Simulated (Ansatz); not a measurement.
**C2H3ClFNO: rotation by 180° about the C2–O3 bond**

How high is the barrier for the rotation by 180° about the C2–O3 bond? Relax the two ends, then run a nudged elastic band between them. SMILES of the start: N=C(O)C(F)Cl.

All numbers below are computed with Ansatz 0.2.0 (RKS BLYP-D4/def2-SVP).

## (1) The structure to begin with

Bond lengths: N1–C2 1.311 Å, C2–O3 1.314 Å, C2–C4 1.480 Å, C4–F5 1.411 Å, C4–Cl6 1.734 Å, N1–H7 1.072 Å, O3–H8 1.001 Å, C4–H9 1.173 Å. Angles: N1–C2–O3 113.9°, N1–C2–C4 129.7°, O3–C2–C4 116.2°, C2–N1–H7 104.2°, C2–O3–H8 107.2°, C2–C4–F5 110.2°, C2–C4–Cl6 113.5°, C2–C4–H9 109.7°, F5–C4–Cl6 109.7°, F5–C4–H9 105.0°, Cl6–C4–H9 108.4°.

Coordinates:

```xyz
9

N     0.5820   -1.0501   -1.0800
C     0.2082   -0.4531    0.0258
O     0.6437   -1.0363    1.1200
C    -0.5483    0.8057    0.2118
F    -1.3237    1.0828   -0.9339
Cl    0.4572    2.1684    0.5822
H     0.1472   -0.4556   -1.8587
H     1.2485   -1.7822    0.8366
H    -1.3263    0.6741    1.0791
```

## (2) End point A

File input.yaml:

```yaml
crystal:
  periodic: [false, false, false]
  atoms:
    - { symbol: "N", position_ang: [0.582, -1.0501, -1.08] }
    - { symbol: C, position_ang: [0.2082, -0.4531, 0.0258] }
    - { symbol: O, position_ang: [0.6437, -1.0363, 1.12] }
    - { symbol: C, position_ang: [-0.5483, 0.8057, 0.2118] }
    - { symbol: F, position_ang: [-1.3237, 1.0828, -0.9339] }
    - { symbol: Cl, position_ang: [0.4572, 2.1684, 0.5822] }
    - { symbol: H, position_ang: [0.1472, -0.4556, -1.8587] }
    - { symbol: H, position_ang: [1.2485, -1.7822, 0.8366] }
    - { symbol: H, position_ang: [-1.3263, 0.6741, 1.0791] }
basis:
  gaussian: { orbitals: def2-SVP }
hamiltonian:
  xc: blyp
  dispersion: d4
relax:
  f_tol: 0.015
  max_steps: 40
```

Started as:

```console
$ ansatz run input.yaml --threads 2 --pin off --max-ram 3072MiB --backend cpu --events-out ev --progress --plain --runs-dir out
```

Standard output, shortened:

```text
Warning: RAYON_NUM_THREADS=2 ignored (pool sized by the plan → 2); use --threads N
[...]
Functional definition: BLYP
[...]
1148 factors; their error is unknown
[...]
mean field -20886.30095531 eV, -767.5574028645 hartree, gradient 4.6e-5 eV, S^2 0.000000; 0 other end points of the search recorded, 0 dependent functions left out
[...]
reference -20886.30124337 eV, -767.5574134505 hartree; 28, 28 occupied and 75, 75 virtual orbitals, 1148 factors
relax step   1: F+E_penalty+E_count = -20886.74267110 eV  Δ(F+E_penalty+E_count) = +0.000e0 eV  max|allowed force component| = 3.422e0 eV/Å  Δτ_max = 0.0000 Å  (31 SCF iters, accepted)
[...]
relax step   3: F+E_penalty+E_count = -20887.15580138 eV  Δ(F+E_penalty+E_count) = -9.501e-2 eV  max|allowed force component| = 4.689e-1 eV/Å  Δτ_max = 0.0671 Å  (31 SCF iters, accepted)
[...]
relax step   5: F+E_penalty+E_count = -20887.16914237 eV  Δ(F+E_penalty+E_count) = -2.175e-3 eV  max|allowed force component| = 7.185e-2 eV/Å  Δτ_max = 0.0178 Å  (32 SCF iters, accepted)
[...]
relax step   7: F+E_penalty+E_count = -20887.16991081 eV  Δ(F+E_penalty+E_count) = -2.815e-4 eV  max|allowed force component| = 2.710e-2 eV/Å  Δτ_max = 0.0173 Å  (32 SCF iters, accepted)
[...]
relax step   8: F+E_penalty+E_count = -20887.17010684 eV  Δ(F+E_penalty+E_count) = -1.960e-4 eV  max|allowed force component| = 1.573e-2 eV/Å  Δτ_max = 0.0155 Å  (32 SCF iters, accepted)
[...]
relax step   9: F+E_penalty+E_count = -20887.17015555 eV  Δ(F+E_penalty+E_count) = -4.871e-5 eV  max|allowed force component| = 9.734e-3 eV/Å  Δτ_max = 0.0095 Å  (33 SCF iters, accepted)
1148 factors; their error is unknown
[...]
mean field -20886.72929455 eV, -767.5731440412 hartree, gradient 2.1e-5 eV, S^2 0.000000; 1 other end points of the search recorded, 0 dependent functions left out
[...]
reference -20886.72958881 eV, -767.5731548548 hartree; 28, 28 occupied and 75, 75 virtual orbitals, 1148 factors
Total energy: -20887.17044981 eV, -767.5893561978 hartree
Atom 0 at     0.506031    -1.028965    -1.141904 Å, force     0.001513    -0.002762    -0.001448 eV/Å
Atom 1 at     0.248669    -0.475857    -0.022063 Å, force    -0.008221    -0.009734    -0.000590 eV/Å
Atom 2 at     0.709680    -0.962924     1.155901 Å, force     0.003366     0.006422     0.006471 eV/Å
Atom 3 at    -0.594026     0.778634     0.203691 Å, force     0.003789     0.005879    -0.001013 eV/Å
Atom 4 at    -1.246226     1.105739    -0.958955 Å, force     0.000175    -0.002005     0.000826 eV/Å
Atom 5 at     0.482294     2.156309     0.713691 Å, force    -0.000880     0.000343     0.000048 eV/Å
Atom 6 at     0.059000    -0.509322    -1.913217 Å, force     0.001857     0.004121     0.001048 eV/Å
Atom 7 at     1.255256    -1.748493     0.928300 Å, force    -0.001006    -0.000918    -0.005123 eV/Å
Atom 8 at    -1.332179     0.638580     1.017456 Å, force    -0.000594    -0.001345    -0.000217 eV/Å
Dipole moment:    -0.102477    -0.156973     0.134730 e Å
```

It took 36 s on 2 threads of Arm Neoverse N1, shared host; peak memory 0.18 GiB.

Relaxation path:

```
step  energy from step 1 (eV)  largest force component (eV/Å)
   1                   0.0000                          3.4223
   2                  -0.3181                          1.6322
   3                  -0.4131                          0.4689
   4                  -0.4243                          0.1879
   5                  -0.4265                          0.0719
   6                  -0.4270                          0.0220
   7                  -0.4272                          0.0271
   8                  -0.4274                          0.0157
   9                  -0.4275                          0.0097
```

Step 1 is the start.

After: Bond lengths: N1–C2 1.275 Å, C2–O3 1.355 Å, C2–C4 1.528 Å, C4–F5 1.373 Å, C4–Cl6 1.821 Å, N1–H7 1.032 Å, O3–H8 0.983 Å, C4–H9 1.108 Å. Angles: N1–C2–O3 122.6°, N1–C2–C4 126.7°, O3–C2–C4 110.7°, C2–N1–H7 110.5°, C2–O3–H8 105.9°, C2–C4–F5 109.4°, C2–C4–Cl6 109.7°, C2–C4–H9 111.9°, F5–C4–Cl6 109.7°, F5–C4–H9 109.6°, Cl6–C4–H9 106.5°.

## (3) End point B

The second end starts from a geometry with the move made by hand.

input.yaml, as its differences from that of step 2:

```diff
@@ -10,3 +10,3 @@
     - { symbol: H, position_ang: [0.1472, -0.4556, -1.8587] }
-    - { symbol: H, position_ang: [1.2485, -1.7822, 0.8366] }
+    - { symbol: H, position_ang: [0.23473, -0.55265, 1.89543] }
     - { symbol: H, position_ang: [-1.3263, 0.6741, 1.0791] }
```

Started as:

```console
$ ansatz run input.yaml --threads 2 --pin off --max-ram 3072MiB --backend cpu --events-out ev --progress --plain --runs-dir out
```

Standard output, shortened:

```text
Warning: RAYON_NUM_THREADS=2 ignored (pool sized by the plan → 2); use --threads N
[...]
Functional definition: BLYP
[...]
1148 factors; their error is unknown
[...]
mean field -20886.02074223 eV, -767.5471052238 hartree, gradient 2.0e-5 eV, S^2 0.000000; 0 other end points of the search recorded, 0 dependent functions left out
[...]
reference -20886.02101701 eV, -767.5471153217 hartree; 28, 28 occupied and 75, 75 virtual orbitals, 1148 factors
relax step   1: F+E_penalty+E_count = -20886.46861661 eV  Δ(F+E_penalty+E_count) = +0.000e0 eV  max|allowed force component| = 3.406e0 eV/Å  Δτ_max = 0.0000 Å  (31 SCF iters, accepted)
[...]
relax step   4: F+E_penalty+E_count = -20886.91649165 eV  Δ(F+E_penalty+E_count) = -4.563e-2 eV  max|allowed force component| = 5.388e-1 eV/Å  Δτ_max = 0.0925 Å  (32 SCF iters, accepted)
[...]
Total energy: -20886.98459237 eV, -767.5825260628 hartree
Atom 0 at     0.347478    -1.156466    -1.072624 Å, force     0.000193    -0.001758     0.002351 eV/Å
Atom 1 at     0.213680    -0.500874     0.011624 Å, force    -0.001957     0.003762    -0.004742 eV/Å
Atom 2 at     0.730297    -0.970171     1.176113 Å, force    -0.000080    -0.001064     0.001746 eV/Å
Atom 3 at    -0.626510     0.780892     0.151111 Å, force     0.005356     0.000099     0.005084 eV/Å
Atom 4 at    -0.895417     1.315305    -1.076635 Å, force    -0.001653    -0.000037    -0.001974 eV/Å
Atom 5 at     0.264682     2.018966     1.188787 Å, force    -0.003043    -0.002981    -0.002306 eV/Å
Atom 6 at    -0.138742    -0.667150    -1.839835 Å, force     0.000713     0.001090    -0.000480 eV/Å
Atom 7 at     0.761248    -0.230080     1.820969 Å, force     0.000435    -0.000383    -0.000196 eV/Å
Atom 8 at    -1.581985     0.592829     0.682219 Å, force     0.000037     0.001271     0.000517 eV/Å
Dipole moment:    -0.344156     0.346484     0.271097 e Å
```

Wall time 53 s (2 threads of Arm Neoverse N1, shared host); peak memory 0.17 GiB.

Relaxation path:

```
step  energy from step 1 (eV)  largest force component (eV/Å)
   1                   0.0000                          3.4056
   2                  -0.3000                          1.7434
   3                  -0.4022                          0.7094
   4                  -0.4479                          0.5388
   5                  -0.4715                          0.3846
   6                  -0.4864                          0.7650
   7                  -0.5074                          0.3672
  8x                  -0.4797                          0.9128
   9                  -0.5150                          0.0710
 10x                  -0.5137                          0.1636
  11                  -0.5156                          0.0268
  12                  -0.5157                          0.0184
  13                  -0.5157                          0.0054
```

Step 1 is the start. 2 steps were tried and not accepted (marked x).

After: Bond lengths: N1–C2 1.274 Å, C2–O3 1.358 Å, C2–C4 1.539 Å, C4–F5 1.366 Å, C4–Cl6 1.845 Å, N1–H7 1.032 Å, O3–H8 0.982 Å, C4–H9 1.109 Å. Angles: N1–C2–O3 120.8°, N1–C2–C4 124.3°, O3–C2–C4 114.7°, C2–N1–H7 109.8°, C2–O3–H8 108.3°, C2–C4–F5 110.6°, C2–C4–Cl6 110.3°, C2–C4–H9 111.9°, F5–C4–Cl6 109.8°, F5–C4–H9 109.1°, Cl6–C4–H9 105.1°.

## (4) The band

crystal.atoms is end A as relaxed above, and neb.final_atoms is end B, turned to lie on A. With 5 inner images the band has 7 in all.

File input.yaml:

```yaml
crystal:
  periodic: [false, false, false]
  atoms:
    - { symbol: "N", position_ang: [0.506031, -1.028965, -1.141904] }
    - { symbol: C, position_ang: [0.248669, -0.475857, -0.022063] }
    - { symbol: O, position_ang: [0.70968, -0.962924, 1.155901] }
    - { symbol: C, position_ang: [-0.594026, 0.778634, 0.203691] }
    - { symbol: F, position_ang: [-1.246226, 1.105739, -0.958955] }
    - { symbol: Cl, position_ang: [0.482294, 2.156309, 0.713691] }
    - { symbol: H, position_ang: [0.059, -0.509322, -1.913217] }
    - { symbol: H, position_ang: [1.255256, -1.748493, 0.9283] }
    - { symbol: H, position_ang: [-1.332179, 0.63858, 1.017456] }
basis:
  gaussian: { orbitals: def2-SVP }
hamiltonian:
  xc: blyp
  dispersion: d4
neb:
  order_check: false
  images: 5
  f_tol: 0.03
  max_iterations: 60
  initial_path: idpp
  final_atoms:
    - { symbol: "N", position_ang: [0.25245555, -1.17962998, -1.35670161] }
    - { symbol: C, position_ang: [0.28985848, -0.62960453, -0.2080635] }
    - { symbol: O, position_ang: [0.9487363, -1.21748871, 0.8231686] }
    - { symbol: C, position_ang: [-0.48433776, 0.64634397, 0.16727041] }
    - { symbol: F, position_ang: [-0.90484066, 1.30106782, -0.95512991] }
    - { symbol: Cl, position_ang: [0.57858224, 1.763719, 1.17993817] }
    - { symbol: H, position_ang: [-0.32065446, -0.61065415, -1.99877962] }
    - { symbol: H, position_ang: [1.09081814, -0.54367939, 1.52340118] }
    - { symbol: H, position_ang: [-1.36211882, 0.42362696, 0.8077963] }
```

Started as:

```console
$ ansatz run input.yaml --threads 2 --pin off --max-ram 3072MiB --backend cpu --events-out ev --progress --plain --runs-dir out
```

Standard output, shortened:

```text
Warning: RAYON_NUM_THREADS=2 ignored (pool sized by the plan → 2); use --threads N
[...]
Functional definition: BLYP
[...]
1148 factors; their error is unknown
[...]
mean field -20886.72928189 eV, -767.5731435760 hartree, gradient 2.8e-5 eV, S^2 0.000000; 0 other end points of the search recorded, 0 dependent functions left out
[...]
reference -20886.72957579 eV, -767.5731543767 hartree; 28, 28 occupied and 75, 75 virtual orbitals, 1148 factors
1148 factors; their error is unknown
[...]
mean field -20886.54012540 eV, -767.5661922032 hartree, gradient 4.6e-5 eV, S^2 0.000000; 0 other end points of the search recorded, 0 dependent functions left out
[...]
reference -20886.54040732 eV, -767.5662025634 hartree; 28, 28 occupied and 75, 75 virtual orbitals, 1148 factors
NEB end point (image 0): max|allowed force component| = 1.015e-2 eV/Å (the criterion of neb.relax_end_points is 1.000e-2)
[...]
Total energy: -20886.76317085 eV, -767.5743889723 hartree
Atom 0 at     0.106094    -1.216841    -1.213356 Å, force     0.002868     0.017942     0.001758 eV/Å
Atom 1 at     0.088322    -0.628308    -0.087297 Å, force    -0.008171    -0.012235     0.000435 eV/Å
Atom 2 at     0.519954    -1.237000     1.069093 Å, force     0.003947    -0.000005    -0.004446 eV/Å
Atom 3 at    -0.467042     0.771291     0.178414 Å, force     0.004786    -0.003128    -0.008313 eV/Å
Atom 4 at    -1.049574     1.290991    -0.949053 Å, force     0.001515    -0.000746     0.003413 eV/Å
Atom 5 at     0.923770     1.846105     0.705839 Å, force     0.002561     0.006224     0.003797 eV/Å
Atom 6 at    -0.311301    -0.595442    -1.929280 Å, force    -0.004193    -0.009749    -0.000181 eV/Å
Atom 7 at     1.472429    -1.055338     1.194632 Å, force    -0.002922     0.000971     0.003497 eV/Å
Atom 8 at    -1.194151     0.778243     1.013907 Å, force    -0.000391     0.000726     0.000041 eV/Å
Dipole moment:     0.033222     0.192665     0.167951 e Å
this run last wrote the band of iteration 8 to <dir>
```

Run time: 2.2 min. Hardware: 2 threads of Arm Neoverse N1, shared host; peak memory 0.14 GiB.

## (5) Images and barrier

The 5 inner images lie between the fixed ends 0 and 6. Energy is taken from image 0, and the path length is the program's own coordinate along the band.

```
image  path (Å)  energy (eV)  dihedral N1–C2–O3–H8 (°)  band force (eV/Å)
    0     0.000       0.0000                         2                  -
    1     0.394       0.0803                        21              0.012
    2     0.788       0.2920                        54              0.017
   3*     1.182       0.4073                        91              0.018
    4     1.535       0.3286                       121              0.010
    5     1.889       0.2131                       149              0.010
    6     2.242       0.1858                       164                  -
```

The star marks the climbing image.

image, energy (eV) and a bar:
```
        0      0.000 
        1      0.080 ######
        2      0.292 ######################
        3      0.407 ##############################
        4      0.329 ########################
        5      0.213 ################
        6      0.186 ##############
```

How the highest energy settled:

```
iteration  highest image above image 0 (eV)  largest band force (eV/Å)
        1                            0.4907                      1.681
        2                            0.4322                      0.602
        3                            0.4015                      0.414
        4                            0.4091                      0.220
        5                            0.4082                      0.115
        6                            0.4074                      0.059
        7                            0.4073                      0.037
        8                            0.4073                      0.018
```

The band as a trajectory file:

```xyz
9
image=0 dE=0.0000
N     0.506   -1.029   -1.142
C     0.249   -0.476   -0.022
O     0.710   -0.963    1.156
C    -0.594    0.779    0.204
F    -1.246    1.106   -0.959
Cl    0.482    2.156    0.714
H     0.059   -0.509   -1.913
H     1.255   -1.748    0.928
H    -1.332    0.639    1.017
9
image=1 dE=0.0803
N     0.373   -1.109   -1.155
C     0.174   -0.529   -0.038
O     0.657   -0.973    1.151
C    -0.578    0.780    0.191
F    -1.165    1.199   -0.975
Cl    0.629    2.025    0.761
H    -0.080   -0.573   -1.915
H     1.421   -1.559    0.975
H    -1.343    0.694    0.987
9
image=2 dE=0.2920
N     0.247   -1.166   -1.188
C     0.113   -0.584   -0.064
O     0.551   -1.088    1.131
C    -0.533    0.775    0.182
F    -1.113    1.254   -0.963
Cl    0.787    1.919    0.735
H    -0.186   -0.583   -1.926
H     1.498   -1.313    1.075
H    -1.276    0.740    1.001
9
image=3 dE=0.4073
N     0.106   -1.217   -1.213
C     0.088   -0.628   -0.087
O     0.520   -1.237    1.069
C    -0.467    0.771    0.178
F    -1.050    1.291   -0.949
Cl    0.924    1.846    0.706
H    -0.311   -0.595   -1.929
H     1.472   -1.055    1.195
H    -1.194    0.778    1.014
9
image=4 dE=0.3286
N    -0.023   -1.256   -1.232
C     0.084   -0.663   -0.113
O     0.568   -1.326    0.985
C    -0.396    0.767    0.176
F    -0.982    1.314   -0.935
Cl    1.046    1.789    0.678
H    -0.464   -0.619   -1.916
H     1.363   -0.862    1.317
H    -1.108    0.809    1.024
9
image=5 dE=0.2131
N    -0.155   -1.296   -1.233
C     0.088   -0.689   -0.141
O     0.672   -1.345    0.900
C    -0.326    0.759    0.165
F    -0.897    1.341   -0.932
Cl    1.160    1.721    0.676
H    -0.640   -0.656   -1.882
H     1.217   -0.708    1.410
H    -1.029    0.827    1.020
9
image=6 dE=0.1858
N     0.122   -1.285   -1.275
C     0.265   -0.648   -0.182
O     1.007   -1.164    0.832
C    -0.462    0.665    0.158
F    -0.974    1.236   -0.972
Cl    0.695    1.842    0.982
H    -0.500   -0.760   -1.908
H     1.216   -0.439    1.461
H    -1.282    0.506    0.888
```

## (6) Vibrations at the top

The geometry is the highest inner image of the first converged band.

File input.yaml:

```yaml
crystal:
  periodic: [false, false, false]
  atoms:
    - { symbol: "N", position_ang: [0.106094, -1.216841, -1.213356] }
    - { symbol: C, position_ang: [0.088322, -0.628308, -0.087297] }
    - { symbol: O, position_ang: [0.519954, -1.237, 1.069093] }
    - { symbol: C, position_ang: [-0.467042, 0.771291, 0.178414] }
    - { symbol: F, position_ang: [-1.049574, 1.290991, -0.949053] }
    - { symbol: Cl, position_ang: [0.92377, 1.846105, 0.705839] }
    - { symbol: H, position_ang: [-0.311301, -0.595442, -1.92928] }
    - { symbol: H, position_ang: [1.472429, -1.055338, 1.194632] }
    - { symbol: H, position_ang: [-1.194151, 0.778243, 1.013907] }
basis:
  gaussian: { orbitals: def2-SVP }
hamiltonian:
  xc: blyp
  dispersion: d4
phonons: {}
```

Started as:

```console
$ ansatz run input.yaml --threads 2 --pin off --max-ram 3072MiB --backend cpu --events-out ev --progress --plain --runs-dir out
```

Standard output, shortened:

```text
Warning: RAYON_NUM_THREADS=2 ignored (pool sized by the plan → 2); use --threads N
[...]
Functional definition: BLYP
[...]
1148 factors; their error is unknown
[...]
mean field -20886.31888570 eV, -767.5580617941 hartree, gradient 3.6e-5 eV, S^2 0.000000; 0 other end points of the search recorded, 0 dependent functions left out
[...]
reference -20886.31916869 eV, -767.5580721938 hartree; 28, 28 occupied and 75, 75 virtual orbitals, 1148 factors
[...]
1148 factors; their error is unknown
mean field -20886.31885702 eV, -767.5580607401 hartree, gradient 1.8e-6 eV, S^2 0.000000; 0 other end points of the search recorded, 0 dependent functions left out
[...]
reference -20886.31914000 eV, -767.5580711393 hartree; 28, 28 occupied and 75, 75 virtual orbitals, 1148 factors
[...]
1148 factors; their error is unknown
[...]
mean field -20886.31883801 eV, -767.5580600413 hartree, gradient 7.8e-7 eV, S^2 0.000000; 0 other end points of the search recorded, 0 dependent functions left out
[...]
WARN: phonons: modes at or below zero, which the zero-point energy, F, S and C_V leave out: 1, the lowest at -508.81 cm⁻¹. A minimum has none, and a first-order saddle one
[...]
Total energy: -20886.76316332 eV, -767.5743886954 hartree
Atom 0 at     0.106094    -1.216841    -1.213356 Å, force     0.002818     0.018031     0.001845 eV/Å
Atom 1 at     0.088322    -0.628308    -0.087297 Å, force    -0.008229    -0.012072     0.000250 eV/Å
Atom 2 at     0.519954    -1.237000     1.069093 Å, force     0.003970    -0.000034    -0.004409 eV/Å
Atom 3 at    -0.467042     0.771291     0.178414 Å, force     0.004780    -0.003225    -0.008191 eV/Å
Atom 4 at    -1.049574     1.290991    -0.949053 Å, force     0.001534    -0.000732     0.003393 eV/Å
Atom 5 at     0.923770     1.846105     0.705839 Å, force     0.002539     0.006192     0.003756 eV/Å
Atom 6 at    -0.311301    -0.595442    -1.929280 Å, force    -0.004138    -0.009836    -0.000203 eV/Å
Atom 7 at     1.472429    -1.055338     1.194632 Å, force    -0.002895     0.000947     0.003526 eV/Å
Atom 8 at    -1.194151     0.778243     1.013907 Å, force    -0.000379     0.000728     0.000033 eV/Å
Dipole moment:     0.033219     0.192668     0.167949 e Å
Vibrations: -508.81 89.84 191.47 291.71 343.41 467.20 526.28 643.02 732.19 867.75 916.74 1026.69 1076.01 1149.26 1198.94 1270.34 1346.93 1699.63 3022.48 3347.27 3664.77 cm⁻¹, zero-point energy 1.479871 eV
```

It took 96 s on 2 threads of Arm Neoverse N1, shared host; peak memory 0.14 GiB.

Of 21 modes, 1 is imaginary by more than 30 cm⁻¹ (509i cm⁻¹).

## (7) Results

| quantity | value |
| --- | --- |
| end A | 8 moves, 0.427 eV lower |
| end B | 10 moves, 0.516 eV lower |
| barrier forwards | 0.407 eV |
| barrier backwards | 0.221 eV |
| second end relative to first | +0.186 eV |
| highest image | 3 of 0 to 6, climbing |
| band iterations | 8 |
| imaginary modes at the top | 509i cm⁻¹ |

**Reading.** Along this path the system climbs 0.41 eV from the first end (16 kT at 300 K), which at an assumed attempt frequency of 10^13 s⁻¹ means a rate near 10^6 s⁻¹. Going back costs 0.22 eV, since the second end is 0.19 eV above the first. The listed dihedral goes from 2° at end A through 91° at the highest image to 164° at end B; the relaxed ends differ by 162° in it rather than the 180° set up, and other torsions can move along the band as well. One imaginary mode, as a first-order saddle point has. These are electronic energies, with no zero-point or thermal terms.
